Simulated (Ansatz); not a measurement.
C4H8O can be A, `CCC1CO1`, or B, `C[C@@H]1O[C@H]1C`.

Calculated with Ansatz (gas phase, PBE0-D4/def2-TZVP geometries, no zero-point term in ΔE). CCSD(T)/CBS adds triple-zeta CCSD(T) − MP2 to the extrapolated MP2 energy (def2 sets, frozen cores). DFT in def2-TZVPP. One conformer a species, not always the lowest.

Problem. Which is lower in electronic energy at CCSD(T)/CBS, and by how much? (An estimate is asked.)

Solution. The calculation gave: B, by 4.7 kcal/mol.

Problem. Give E(B) − E(A) in kcal/mol with r2SCAN-D4, PBE-D4, MP2/def2-TZVPP, B2PLYP, CCSD/def2-TZVPP, HF/def2-TZVPP, PBE0-D4. (Estimate.)

Solution. Computed: r2SCAN-D4 -5.3, PBE-D4 -5.1, MP2/def2-TZVPP -4.7, B2PLYP -4.9, CCSD/def2-TZVPP -4.5, HF/def2-TZVPP -4.6, PBE0-D4 -4.9. None reverses the order clearly.

Largest T1 diagnostic: 0.011.
